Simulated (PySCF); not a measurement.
**TDDFT excited states: C4H8F2**

Species: 2,2-difluorobutane, C4H8F2.
Bonds: C1–C2, C2–C3, C3–C4, C3–F5, C3–F6. Hydrogens: H7, H8, H9 on C1; H10, H11 on C2; H12, H13, H14 on C4.

The calculation used TDDFT PBE0/def2-SVPD, vertical, gas phase, core orbitals frozen in the response (PySCF 2.14.0, density-fitted response routines). One conformer (not necessarily the lowest) at the GFN2-xTB geometry, without solvent, vibrations or thermal averaging. Torsions of this conformer, `[CH3:1][CH2:2][C:3]([CH3:4])([F:5])[F:6]`: C1–C2–C3–C4 58°.

```csv
state,E (eV),ν̃ (cm⁻¹),f,"main configurations (H = HOMO, L = LUMO)"
S1,8.77,70740,0.011,H→L (98%)
S2,9.50,76600,0.0011,H-1→L (95%)
S3,9.62,77570,0.026,H→L+1 (92%)
S4,9.74,78590,0.0059,H→L+2 (95%)
S5,10.08,81270,0.0072,"H-2→L (83%), H→L+3 (10%)"
S6,10.10,81450,0.014,"H→L+3 (72%), H-2→L (9%)"
```

Triplets, Tamm–Dancoff:

| state | E (eV) | λ (nm) | main configurations (H = HOMO, L = LUMO) |
| --- | --- | --- | --- |
| T1 | 8.63 | 143.7 | H→L (95%) |
| T2 | 9.22 | 134.5 | H-1→L (89%) |

The lowest singlet lies at 8.77 eV (141 nm, vacuum ultraviolet) and is weak; its leading configuration is HOMO→LUMO (98%). The most intense listed level is S3 at 9.62 eV (129 nm, f = 0.026), 0.85 eV above S1. Löwdin shares by element: HOMO carbon 36% or more, fluorine 32% (atoms not listed hold the other 31%); LUMO carbon 44% or more, hydrogen 8% or more (atoms not listed hold the other 48%). The oscillator strengths of these states sum to 0.065; summed over the whole spectrum of an exact calculation they would give the number of electrons, 50 (Thomas–Reiche–Kuhn). The listed states span 1.33 eV, and the widest gap between neighbours is 0.73 eV (S1 to S2). Of the 6 states listed, 3 reach f = 0.01 and none stays under 0.0005. Singlets were solved by full linear response, triplets in the Tamm–Dancoff approximation.

Without π bonds the low states are Rydberg-like; a valence basis with one diffuse set may place them up to an eV too high.
